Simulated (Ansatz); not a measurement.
**Two structures, one formula**

The two ends of one reaction step of SiPH7S, closed shell (PBE0-D4/def2-TZVP).

A:

```
10
angstrom
Si -0.5216 0.3410 -1.1515
S 0.5120 0.4050 2.6804
H -0.8965 0.6148 -2.5643
H 0.7269 1.0882 -0.8419
H -1.6075 0.8448 -0.2698
H 1.4362 1.0722 1.9729
P -0.3562 -1.8889 -0.8906
H -0.4530 1.2719 2.3382
H 0.8528 -1.9721 -1.6333
H 0.3068 -1.7770 0.3599
```

B:

```json
{"atom": "Si1", "x (Å)": "-0.9121", "y (Å)": "1.4764", "z (Å)": "-0.4804"}
{"atom": "S2", "x (Å)": "0.2484", "y (Å)": "1.3124", "z (Å)": "1.3126"}
{"atom": "H3", "x (Å)": "-0.1846", "y (Å)": "0.9360", "z (Å)": "-1.6556"}
{"atom": "H4", "x (Å)": "-1.2571", "y (Å)": "2.8977", "z (Å)": "-0.7428"}
{"atom": "H5", "x (Å)": "-2.1417", "y (Å)": "0.6930", "z (Å)": "-0.2245"}
{"atom": "H6", "x (Å)": "0.5434", "y (Å)": "-2.2599", "z (Å)": "1.4119"}
{"atom": "P7", "x (Å)": "0.2967", "y (Å)": "-2.0784", "z (Å)": "0.0275"}
{"atom": "H8", "x (Å)": "1.2251", "y (Å)": "2.1309", "z (Å)": "0.8860"}
{"atom": "H9", "x (Å)": "1.6263", "y (Å)": "-1.6684", "z (Å)": "-0.2457"}
{"atom": "H10", "x (Å)": "0.5554", "y (Å)": "-3.4397", "z (Å)": "-0.2889"}
```

Computed with Ansatz 0.2.0 (basis: def2-TZVPP); correlated methods freeze the cores. B3LYP uses VWN-RPA correlation.

Which structure is lower at CCSD(T), and by how much? (An estimate is asked for; the value comes from the calculation.)

The calculation gives: B, by 0.361 eV (electronic energy, against the other). By their contacts, A is a complex of SiPH₅ ([SiH3][PH2]) + H₂S and B is a complex of SiH₄S ([SiH3][SH]) + PH₃.

All methods give the same order:

```tsv
method	E(B) − E(A) (eV)
SPW92	-0.313
PBE-D4	-0.312
BLYP-D4	-0.363
r2SCAN-D4	-0.355
B97M-V	-0.326
PBE0-D4	-0.335
B3LYP-D4	-0.377
r2SCAN0-D4	-0.367
BHLYP-D4	-0.412
CAM-B3LYP-D4	-0.382
wB97X-V	-0.371
wB97M-V	-0.389
B2PLYP	-0.378
PBE-QIDH	-0.370
RPA on PBE	-0.358
HF	-0.434
MP2	-0.400
CCSD	-0.368
CCSD(T)	-0.361
```

The T1 diagnostic stays at or below 0.012.

Labels in which every atom is bracketed show which atoms are joined, not bond orders.

For scale, one of the runs: CCSD(T)/def2-TZVPP, 224 basis functions, launched by `ansatz run in.yaml --threads 4 --pin off --events-out ev --progress --plain --max-ram 9574MiB`. The run took 53 s on 4 CPU threads of an Arm Neoverse V1 (shared host), with 3.2 GiB of host memory at its peak.
